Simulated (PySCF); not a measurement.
Species: `C(OC)COC` (1,2-dimethoxyethane). The columns A, B, C and D hold Mulliken, IAO, Hirshfeld and ESP-fitted charges (e) of one PBE0/pcSseg-1 density (PySCF), in a shuffled order. Coordinates in Å (GFN2-xTB); the density's dipole moment is (0.52, 0.93, -1.66) D.

| atom | x | y | z | A | B | C | D |
| --- | --- | --- | --- | --- | --- | --- | --- |
| C1 | 2.758 | -0.003 | -0.025 | -0.199 | -0.040 | -0.101 | -0.026 |
| O2 | 1.602 | -0.667 | 0.417 | -0.392 | -0.143 | -0.395 | -0.524 |
| C3 | 0.450 | 0.140 | 0.361 | -0.063 | -0.006 | +0.245 | +0.030 |
| C4 | -0.727 | -0.686 | 0.893 | -0.051 | -0.002 | +0.001 | +0.051 |
| O5 | -1.910 | 0.052 | 1.060 | -0.391 | -0.147 | -0.345 | -0.516 |
| C6 | -2.574 | 0.380 | -0.136 | -0.202 | -0.041 | -0.108 | -0.031 |
| H7 | 3.577 | -0.714 | 0.061 | +0.158 | +0.051 | +0.122 | +0.121 |
| H8 | 2.971 | 0.879 | 0.593 | +0.121 | +0.036 | +0.067 | +0.089 |
| H9 | 2.660 | 0.317 | -1.070 | +0.119 | +0.035 | +0.062 | +0.086 |
| H10 | 0.574 | 1.040 | 0.984 | +0.118 | +0.031 | +0.024 | +0.101 |
| H11 | 0.266 | 0.462 | -0.676 | +0.108 | +0.028 | +0.026 | +0.095 |
| H12 | -0.891 | -1.547 | 0.229 | +0.117 | +0.032 | +0.060 | +0.098 |
| H13 | -0.465 | -1.057 | 1.887 | +0.157 | +0.045 | +0.085 | +0.126 |
| H14 | -2.740 | -0.511 | -0.754 | +0.121 | +0.037 | +0.087 | +0.088 |
| H15 | -2.023 | 1.122 | -0.725 | +0.120 | +0.035 | +0.058 | +0.092 |
| H16 | -3.534 | 0.802 | 0.155 | +0.158 | +0.050 | +0.113 | +0.121 |

Question: Which column most likely holds the ESP-fitted charges?

Answer: C. Σ q r misses the density's dipole by 0.04 D (C), 0.55 D (A), 1.03 D (B), 1.18 D (D). Charges fitted to the outside potential are the only set here that is tied to the molecule's multipoles.

Question: And the Hirshfeld charges?

Answer: B. The mean sizes are 0.048 e (B), 0.119 e (C), 0.137 e (D), 0.162 e (A), and Hirshfeld charges are commonly the smallest of these schemes.

As computed, A = IAO, B = Hirshfeld, C = ESP-fitted, D = Mulliken. Hydrogens on carbon: IAO +0.11 to +0.16, Hirshfeld +0.03 to +0.05, ESP-fitted +0.02 to +0.12, Mulliken +0.09 to +0.13 e.

The Hirshfeld scheme weights the molecular density at each point by an atom's share of the summed free-atom densities. The ESP scheme fits charges at the nuclei, held to the total charge, to the electrostatic potential on points at 1.4 to 2.0 times the van der Waals radii.

The structure is a single GFN2-xTB conformer in the gas phase; no vibrational or solvent corrections.

These values come from a run that also computed NMR shieldings. On one thread, Arm Neoverse V2 (shared host), this took 13 s wall.

Conformer computed: `[CH3:1][O:2][CH2:3][CH2:4][O:5][CH3:6]`: C1–O2–C3–C4 -179°, O2–C3–C4–O5 172°, C3–C4–O5–C6 74°.
